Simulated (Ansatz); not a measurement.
Born–Oppenheimer molecular dynamics of H₇PSi₂ (10 atoms, charge 0, multiplicity 1). It starts from a relaxed structure.

Level of theory: RKS PBE/STO-3G in Ansatz 0.2.0.

```yaml
ensemble: NVT, Langevin thermostat
time_step: 0.5 fs
steps_asked: 100
set_temperature: 700 K
friction: 0.005 /fs
seed: 489311
```

First frame:

```xyz
10
Properties=species:S:1:pos:R:3
Si -1.198 0.665 -0.658
Si 0.254 -0.971 -0.093
P 1.950 -0.404 1.242
H -2.252 0.162 -1.529
H -0.527 1.750 -1.360
H -1.836 1.238 0.518
H 0.818 -1.545 -1.308
H -0.478 -2.051 0.557
H 1.112 0.329 2.128
H 2.241 0.777 0.505
```

Question: How far do the bonds stretch over the last three quarters of this one trajectory? (Pairs bonded in most of those frames.)

Answer: 
```json
{"bond": "Si1–Si2", "mean (Å)": "2.253", "spread (Å)": "0.034", "shortest": "2.22", "longest": "2.32"}
{"bond": "Si1–H4", "mean (Å)": "1.462", "spread (Å)": "0.034", "shortest": "1.41", "longest": "1.52"}
{"bond": "Si1–H5", "mean (Å)": "1.465", "spread (Å)": "0.025", "shortest": "1.42", "longest": "1.51"}
{"bond": "Si1–H6", "mean (Å)": "1.463", "spread (Å)": "0.026", "shortest": "1.42", "longest": "1.51"}
{"bond": "Si2–P3", "mean (Å)": "2.245", "spread (Å)": "0.079", "shortest": "2.13", "longest": "2.34"}
{"bond": "Si2–H7", "mean (Å)": "1.474", "spread (Å)": "0.085", "shortest": "1.35", "longest": "1.60"}
{"bond": "Si2–H8", "mean (Å)": "1.464", "spread (Å)": "0.038", "shortest": "1.40", "longest": "1.54"}
{"bond": "P3–H9", "mean (Å)": "1.426", "spread (Å)": "0.021", "shortest": "1.39", "longest": "1.46"}
{"bond": "P3–H10", "mean (Å)": "1.425", "spread (Å)": "0.020", "shortest": "1.39", "longest": "1.46"}
```

Mean temperature of the second half: 474 K. The mean temperature of the second half is 32 % below the set value. A run of 0.05 ps of so small a system gives no equilibrium averages. Limits of this set-up: minimal basis.

Run time: 95 s on 1 thread of Arm Neoverse V2 (shared host), peak memory 0.2 GiB.
